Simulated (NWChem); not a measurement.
**C3H4O (cyclopropanone) at 6 levels**

Aim: a comparison of 6 runs (HF/3-21G, B3LYP/6-311+G**, B3LYP/6-31G*, M06-2X/6-311+G**, PBE0/6-311+G**) of C3H4O (cyclopropanone). 

The calculation is run with NWChem 7.3.0.

1 further run of the same task is left out (set aside as unsound or not needed).

## (1) Starting point

C3H4O has 8 atoms, charge 0, and is taken as a singlet. As SMILES, `O=C1CC1`. The coordinates come from a PBE0-D4/def2-TZVP relaxation.

Bond lengths: O1–C2 1.191 Å, C2–C3 1.461 Å, C2–C4 1.461 Å, C3–C4 1.559 Å, C3–H5 1.085 Å, C3–H6 1.085 Å, C4–H7 1.085 Å, C4–H8 1.085 Å. Some angles: O1–C2–C3 147.8°, O1–C2–C4 147.8°, C3–C2–C4 64.5°, C2–C3–C4 57.8°, C2–C4–C3 57.8°, C2–C3–H5 118.8°, C2–C3–H6 118.8°, C4–C3–H5 117.6°, C4–C3–H6 117.6°, C2–C4–H7 118.8°.

## (2) Energy and forces at HF/3-21G (run 1)

run.py reads:

```python
from ase import Atoms
from ase.calculators.nwchem import NWChem

atoms = Atoms(['O', 'C', 'C', 'C', 'H', 'H', 'H', 'H'], positions=[
    [-1.866360, 0.508710, 0.864370],
    [-0.817550, 0.222830, 0.378650],
    [0.531030, 0.648400, 0.010540],
    [0.011210, -0.796200, -0.261680],
    [0.656030, 1.307070, -0.842670],
    [1.269970, 0.777560, 0.794590],
    [-0.199200, -1.069440, -1.290510],
    [0.414850, -1.598930, 0.346710],
])

calc = NWChem(
    label='c3h4o',
    theory='scf',
    memory='2200 mb',
    basis='3-21G',
    basispar='spherical bse',
    scf={'nopen': '0', 'rhf': None, 'thresh': '1e-08', 'maxiter': '80', 'print': 'low'},
)
atoms.calc = calc

forces = atoms.get_forces()
print("Total energy (eV):", round(atoms.get_potential_energy(), 6))
print("forces (eV/A):")
for s, f in zip(atoms.symbols, forces):
    print(f"{s:2s} {f[0]:10.5f} {f[1]:10.5f} {f[2]:10.5f}")
```

Launch:

```console
$ export ASE_NWCHEM_COMMAND="nwchem PREFIX.nwi > PREFIX.nwo"
$ python run.py
```

Output:

```text
Total energy (eV): -5160.714536
forces (eV/A):
O    -0.43781    0.11925    0.20286
C     0.11292   -0.03070   -0.05240
C     0.62606    0.61177   -0.03656
C     0.11303   -0.81309   -0.30519
H    -0.06366   -0.28514    0.31856
H    -0.29665   -0.08402   -0.30303
H     0.08963    0.14038    0.39852
H    -0.14352    0.34155   -0.22266
```

The calculator wrote c3h4o.nwi:

```
title "c3h4o"

permanent_dir c3h4o

scratch_dir c3h4o

start c3h4o

geometry units angstrom nocenter noautosym noautoz
  O  -1.8663600000000000e+00 5.0871000000000000e-01 8.6436999999999997e-01
  C  -8.1755000000000000e-01 2.2283000000000000e-01 3.7864999999999999e-01
  C  5.3103000000000000e-01 6.4839999999999998e-01 1.0540000000000001e-02
  C  1.1209999999999999e-02 -7.9620000000000002e-01 -2.6168000000000002e-01
  H  6.5603000000000000e-01 1.3070700000000000e+00 -8.4267000000000003e-01
  H  1.2699700000000000e+00 7.7756000000000003e-01 7.9459000000000002e-01
  H  -1.9919999999999999e-01 -1.0694399999999999e+00 -1.2905100000000000e+00
  H  4.1485000000000000e-01 -1.5989300000000000e+00 3.4671000000000002e-01
end

memory 2200 mb

basis spherical bse noprint
   * library 3-21G
end

scf
  nopen 0
  rhf
  thresh 1e-08
  maxiter 80
  print low
end

task scf gradient
```

c3h4o.nwo:

```text
Northwest Computational Chemistry Package (NWChem) 7.3.0
             --------------------------------------------------------

           Job information
           ---------------

    nwchem branch   = 7.3.0
    use scalapack   = T
    input           = c3h4o.nwi
    prefix          = c3h4o.
    data base       = c3h4o/c3h4o.db
    status          = startup
    nproc           =        1

           Memory information
           ------------------

[... 5 lines left out ...]
    hardfail = no
[... 113 lines left out ...]
       Final RHF  results
[... 3 lines left out ...]
      One-electron energy =   -473.420567860314
[... 1 line left out ...]
 Nuclear repulsion energy =    109.322723246592
[... 3 lines left out ...]
                              NWChem Gradients Module
                              -----------------------

                         RHF ENERGY GRADIENTS

    atom               coordinates                        gradient
                 x          y          z           x          y          z
   1 O      -3.526909   0.961323   1.633422    0.008514  -0.002319  -0.003945
   2 C      -1.544945   0.421088   0.715545   -0.002196   0.000597   0.001019
   3 C       1.003501   1.225298   0.019918   -0.012175  -0.011897   0.000711
[... 4 lines of this table left out ...]
   8 H       0.783953  -3.021540   0.655187    0.002791  -0.006642   0.004330

 Task  times  cpu:        1.0s     wall:        1.0s
 Total times  cpu:        1.0s     wall:        1.0s
```

It took 1.9 s on 1 thread of Intel Xeon 6975P-C (Granite Rapids), shared host; peak memory 0.1 GiB.

## (3) Energy and gradient at B3LYP/6-311+G(d,p) (run 2)

run.py reads:

```python
from ase import Atoms
from ase.calculators.nwchem import NWChem

mol = Atoms('OCCCHHHH', positions=[
    [-1.866360, 0.508710, 0.864370],
    [-0.817550, 0.222830, 0.378650],
    [0.531030, 0.648400, 0.010540],
    [0.011210, -0.796200, -0.261680],
    [0.656030, 1.307070, -0.842670],
    [1.269970, 0.777560, 0.794590],
    [-0.199200, -1.069440, -1.290510],
    [0.414850, -1.598930, 0.346710],
])

calc = NWChem(
    label='work',
    theory='dft',
    memory='2200 mb',
    basis='6-311+G**',
    basispar='spherical bse',
    dft={'xc': 'b3lyp', 'mult': '1', 'grid': 'fine', 'convergence': 'energy 1e-08', 'iterations': '100', 'mulliken': None, 'print': 'low'},
)
mol.calc = calc

forces = mol.get_forces()
print("Total energy (eV):", round(mol.get_potential_energy(), 6))
print("forces (eV/A):")
for s, f in zip(mol.symbols, forces):
    print(f"{s:2s} {f[0]:10.5f} {f[1]:10.5f} {f[2]:10.5f}")
```

Launch:

```console
$ export ASE_NWCHEM_COMMAND="nwchem PREFIX.nwi > PREFIX.nwo"
$ python run.py
```

Output:

```text
Total energy (eV): -5222.963148
forces (eV/A):
O    -0.51617    0.14064    0.23906
C     0.16769   -0.04566   -0.07770
C     0.28097    0.32992    0.00165
C     0.01435   -0.41035   -0.13797
H     0.02072    0.02473   -0.00679
H     0.02494    0.02119    0.00432
H     0.00165   -0.02854   -0.01702
H     0.00581   -0.03204   -0.00555
```

The calculator wrote work.nwi:

```
title "work"

permanent_dir work

scratch_dir work

start work

geometry units angstrom nocenter noautosym noautoz
  O  -1.8663600000000000e+00 5.0871000000000000e-01 8.6436999999999997e-01
  C  -8.1755000000000000e-01 2.2283000000000000e-01 3.7864999999999999e-01
  C  5.3103000000000000e-01 6.4839999999999998e-01 1.0540000000000001e-02
  C  1.1209999999999999e-02 -7.9620000000000002e-01 -2.6168000000000002e-01
  H  6.5603000000000000e-01 1.3070700000000000e+00 -8.4267000000000003e-01
  H  1.2699700000000000e+00 7.7756000000000003e-01 7.9459000000000002e-01
  H  -1.9919999999999999e-01 -1.0694399999999999e+00 -1.2905100000000000e+00
  H  4.1485000000000000e-01 -1.5989300000000000e+00 3.4671000000000002e-01
end

memory 2200 mb

basis spherical bse noprint
   * library 6-311+G**
end

dft
  xc b3lyp
  mult 1
  grid fine
  convergence energy 1e-08
  iterations 100
  mulliken
  print low
end

task dft gradient
```

work.nwo:

```text
Northwest Computational Chemistry Package (NWChem) 7.3.0
             --------------------------------------------------------

           Job information
           ---------------

    nwchem branch   = 7.3.0
    use scalapack   = T
    input           = work.nwi
    prefix          = work.
    data base       = work/work.db
    status          = startup
    nproc           =        1

           Memory information
           ------------------

[... 5 lines left out ...]
    hardfail = no
[... 38 lines left out ...]
            Nuclear Dipole moment (a.u.)
[... 92 lines left out ...]
         Total DFT energy =     -191.940357018618
[... 1 line left out ...]
           Coulomb energy =      200.715779235537
[... 1 line left out ...]
 Nuclear repulsion energy =      109.322723246592
[... 29 lines left out ...]
                         DFT ENERGY GRADIENTS

    atom               coordinates                        gradient
                 x          y          z           x          y          z
   1 O      -3.526909   0.961323   1.633422    0.010038  -0.002735  -0.004649
   2 C      -1.544945   0.421088   0.715545   -0.003261   0.000888   0.001511
   3 C       1.003501   1.225298   0.019918   -0.005464  -0.006416  -0.000032
[... 4 lines of this table left out ...]
   8 H       0.783953  -3.021540   0.655187   -0.000113   0.000623   0.000108

 Task  times  cpu:       21.2s     wall:       21.2s
 Total times  cpu:       21.3s     wall:       21.3s
```

Run time: 22 s. Hardware: 1 thread of Intel Xeon 6975P-C (Granite Rapids), shared host; peak memory 0.12 GiB.

## (4) Energy and gradient at B3LYP/6-31G(d) (spherical functions) (run 3)

run.py reads:

```python
from ase import Atoms
from ase.calculators.nwchem import NWChem

system = Atoms('OCCCHHHH', positions=[
    [-1.866360, 0.508710, 0.864370],
    [-0.817550, 0.222830, 0.378650],
    [0.531030, 0.648400, 0.010540],
    [0.011210, -0.796200, -0.261680],
    [0.656030, 1.307070, -0.842670],
    [1.269970, 0.777560, 0.794590],
    [-0.199200, -1.069440, -1.290510],
    [0.414850, -1.598930, 0.346710],
])

calc = NWChem(
    label='test',
    theory='dft',
    memory='2200 mb',
    basis='6-31G*',
    basispar='spherical bse',
    dft={'xc': 'b3lyp', 'mult': '1', 'grid': 'xfine', 'convergence': 'energy 1e-08', 'iterations': '100', 'mulliken': None, 'print': 'low'},
)
system.calc = calc

forces = system.get_forces()
print(f"energy = {system.get_potential_energy():.6f} eV")
print("forces (eV/A):")
for s, f in zip(system.symbols, forces):
    print(f"{s:2s} {f[0]:10.5f} {f[1]:10.5f} {f[2]:10.5f}")
```

Launch:

```console
$ export ASE_NWCHEM_COMMAND="nwchem PREFIX.nwi > PREFIX.nwo"
$ python run.py
```

Output:

```text
energy = -5221.230622 eV
forces (eV/A):
O    -1.09143    0.29743    0.50548
C     0.44110   -0.12017   -0.20430
C     0.31517    0.22518   -0.04505
C     0.11112   -0.34124   -0.15190
H     0.05944    0.09986   -0.08623
H     0.11740    0.04993    0.06819
H    -0.00540   -0.08058   -0.12048
H     0.05255   -0.13041    0.03435
```

The calculator wrote test.nwi:

```
title "test"

permanent_dir test

scratch_dir test

start test

geometry units angstrom nocenter noautosym noautoz
  O  -1.8663600000000000e+00 5.0871000000000000e-01 8.6436999999999997e-01
  C  -8.1755000000000000e-01 2.2283000000000000e-01 3.7864999999999999e-01
  C  5.3103000000000000e-01 6.4839999999999998e-01 1.0540000000000001e-02
  C  1.1209999999999999e-02 -7.9620000000000002e-01 -2.6168000000000002e-01
  H  6.5603000000000000e-01 1.3070700000000000e+00 -8.4267000000000003e-01
  H  1.2699700000000000e+00 7.7756000000000003e-01 7.9459000000000002e-01
  H  -1.9919999999999999e-01 -1.0694399999999999e+00 -1.2905100000000000e+00
  H  4.1485000000000000e-01 -1.5989300000000000e+00 3.4671000000000002e-01
end

memory 2200 mb

basis spherical bse noprint
   * library 6-31G*
end

dft
  xc b3lyp
  mult 1
  grid xfine
  convergence energy 1e-08
  iterations 100
  mulliken
  print low
end

task dft gradient
```

test.nwo:

```text
Northwest Computational Chemistry Package (NWChem) 7.3.0
             --------------------------------------------------------

           Job information
           ---------------

    nwchem branch   = 7.3.0
    use scalapack   = T
    input           = test.nwi
    prefix          = test.
    data base       = test/test.db
    status          = startup
    nproc           =        1

           Memory information
           ------------------

[... 5 lines left out ...]
    hardfail = no
[... 38 lines left out ...]
            Nuclear Dipole moment (a.u.)
[... 93 lines left out ...]
         Total DFT energy =     -191.876687846029
[... 1 line left out ...]
           Coulomb energy =      200.893464518890
[... 1 line left out ...]
 Nuclear repulsion energy =      109.322723246592
[... 29 lines left out ...]
                         DFT ENERGY GRADIENTS

    atom               coordinates                        gradient
                 x          y          z           x          y          z
   1 O      -3.526909   0.961323   1.633422    0.021225  -0.005784  -0.009830
   2 C      -1.544945   0.421088   0.715545   -0.008578   0.002337   0.003973
   3 C       1.003501   1.225298   0.019918   -0.006129  -0.004379   0.000876
[... 4 lines of this table left out ...]
   8 H       0.783953  -3.021540   0.655187   -0.001022   0.002536  -0.000668

 Task  times  cpu:       19.7s     wall:       19.7s
 Total times  cpu:       19.7s     wall:       19.7s
```

Wall time 21 s (1 thread of Intel Xeon 6975P-C (Granite Rapids), shared host); peak memory 0.14 GiB.

Runs 4 to 5 aren't shown in full; the table further down has their settings and results.

## (5) Energy and gradient at PBE0/6-311+G(d,p) (run 6)

struct.nw reads:

```
start struct
memory total 2200 mb
charge 0

geometry noautosym nocenter noautoz
 O    -1.866360    0.508710    0.864370
 C    -0.817550    0.222830    0.378650
 C     0.531030    0.648400    0.010540
 C     0.011210   -0.796200   -0.261680
 H     0.656030    1.307070   -0.842670
 H     1.269970    0.777560    0.794590
 H    -0.199200   -1.069440   -1.290510
 H     0.414850   -1.598930    0.346710
end

basis "ao basis" spherical bse
 * library 6-311+G**
end

dft
 xc pbe0
 grid fine
 convergence energy 1e-08
 maxiter 100
 mulliken
 noprint "final vectors analysis"
end

task dft gradient
```

Launch:

```console
$ nwchem struct.nw > struct.out
```

Output:

```text
[...]
          Wavefunction type:  closed shell.
          No. of atoms     :     8
          No. of electrons :    30
[...]
          Charge           :     0
          Spin multiplicity:     1
[...]
          AO basis - number of functions:   112
[...]
              XC Information
              --------------
                         PBE0 Method XC Functional
                     Hartree-Fock (Exact) Exchange  0.250
          PerdewBurkeErnzerhof Exchange Functional  0.750
            Perdew 1991 LDA Correlation Functional  1.000 local
           PerdewBurkeErnz. Correlation Functional  1.000 non-local
[...]
 d= 0,ls=0.0,diis     1   -191.6204775015 -3.01D+02  1.50D-02  8.67D-01     2.1
[...]
 d= 0,ls=0.0,diis    10   -191.7156118810 -4.43D-10  3.77D-07  7.74D-10    17.3
         Total DFT energy =     -191.715611880998
      One electron energy =     -475.579166981237
           Coulomb energy =      200.673781031130
    Exchange-Corr. energy =      -26.132949177483
 Nuclear repulsion energy =      109.322723246592
[...]
      Total Density - Mulliken Population Analysis
     ---------------------------------------------
    Atom       Charge   Shell Charges
 -----------   ------   -------------------------------------------------------
    1 O    8     8.28   1.08  0.91  0.95  1.02  2.01  0.90  1.35  0.05 -0.01  0.02
    2 C    6     5.90   1.10  0.88  0.62  0.77  1.40  0.40  0.34  0.06  0.13  0.17
    3 C    6     6.30   1.10  0.89  0.64  0.73  1.56  0.53  0.82 -0.05  0.03  0.05
    4 C    6     6.30   1.10  0.89  0.64  0.73  1.56  0.53  0.82 -0.05  0.03  0.05
    5 H    1     0.81   0.27  0.47  0.04  0.03
    6 H    1     0.81   0.27  0.47  0.04  0.03
    7 H    1     0.81   0.27  0.47  0.04  0.03
    8 H    1     0.81   0.27  0.47  0.04  0.03
[...]
  wavefunction    = closed shell
[...]
```

It took 22 s on 1 thread of Intel Xeon 6975P-C (Granite Rapids), shared host; peak memory 0.12 GiB.

## (6) The series

```
run                               level  iteration cap  module  energy (Eh)  largest force (eV/Å)  wall time
  1                            HF/3-21G             80     scf  -189.652763                 0.876      1.9 s
  2                     B3LYP/6-311+G**            100     dft  -191.940357                 0.586       22 s
  3  B3LYP/6-31G* (spherical functions)            100     dft  -191.876688                 1.239       21 s
  4  B3LYP/6-31G* (Cartesian functions)            100     dft  -191.880163                 1.202       25 s
  5                    M06-2X/6-311+G**            100     dft  -191.853655                 0.289       27 s
  6                      PBE0/6-311+G**            100     dft  -191.715612                 0.209       22 s
```

## (7) What came out

| quantity | value |
| --- | --- |
| run 6: total energy | -191.71561 Eh |
| run 6: dipole moment | 3.04 D |
| run 6: largest force on an atom | 0.209 eV/Å |

**Reading.** Over runs 4, 5, 6 the dipole moment (its size) runs from 2.73 D (B3LYP/6-31G*) to 3.07 D (M06-2X/6-311+G**). The two ends differ in method and basis. Totals of different functionals can't be ranked against each other. All runs together took 2 min, the longest 27 s.
